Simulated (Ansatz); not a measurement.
Ansatz (a first-principles code) input:
A basis named .json is the Basis Set Exchange file of that set.

Ansatz 0.2 input:
```yaml
crystal:
  periodic: [false, false, false]
  atoms:
    - {symbol: C, position_ang: [0.01220741, -0.07367186, -1.09843497]}
    - {symbol: Cl, position_ang: [-0.00676974, 0.02757824, 0.64005061]}
    - {symbol: H, position_ang: [-0.00895604, 1.00453448, -1.40635815]}
    - {symbol: H, position_ang: [0.96129142, -0.49472735, -1.43294956]}
    - {symbol: H, position_ang: [-0.91049423, -0.53660614, -1.45094277]}
basis:
  gaussian:
    orbitals: aug-cc-pV_D+d_Z.json
total_charge: 1
magnetization: {spin_polarized: true, initial_magnetization: 1}
correlation: {method: ccsd_t, electrons: outside_noble_gas}
output: {forces: true}
```

Problem. Which total energy does the run end on?

Solution. -499.06155 Eh (CCSD(T)/aug-cc-pV(D+d)Z). The basis has 82 functions.
